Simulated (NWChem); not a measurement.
A series in which one site is exchanged, each optimised at PBE0/def2-SVP with NWChem, gas phase unless a solvent is named. 

A: [Li][OH] (LiOH; site = Li)
B: [Na][OH] (NaOH; site = Na)
C: [OH][K] (KOH; site = K)
D: O (H₂O; site = H)

Q: Rank them by vertical ionisation energy, ΔSCF, PBE/def2-SVP (eV), lowest first.

A: C (7.43), B (7.90), A (9.15), D (12.37)
